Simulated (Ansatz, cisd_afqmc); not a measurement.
Species: Cl, charge -1, singlet.

Total energies in aug-cc-pV(T+d)Z, 8 correlated electrons, 5 frozen orbitals. Open shells are spin-unrestricted; no spin-orbit coupling. Cores are frozen in correlated methods. No relativity. The Monte Carlo rows (phaseless AFQMC, CISD trial, step 0.005/hartree) carry one-sigma bars that omit the constraint's bias. Outlying blocks are dropped, and bars are widened where a walk drifts. Over all cases where full CI ran beside it in this data, AFQMC minus full CI had a median of +0.1 mEh and passed +0.4 mEh in a tenth of the cases.

```csv
method,program,energy (Eh),minus CCSDTQ (mEh)
HF,Ansatz,-459.57348,234.09
MP2,Ansatz,-459.78154,26.03
CCSD,Ansatz,-459.79685,10.73
CCSD(T),Ansatz,-459.80663,0.95
CCSDT(Q),Ansatz,-459.80755,0.02
CCSDTQ,Ansatz,-459.80757,0.00
AFQMC/CISD,cisd_afqmc,-459.8075 ± 0.0002,0.1 ± 0.2
```

Ansatz is a first-principles code.
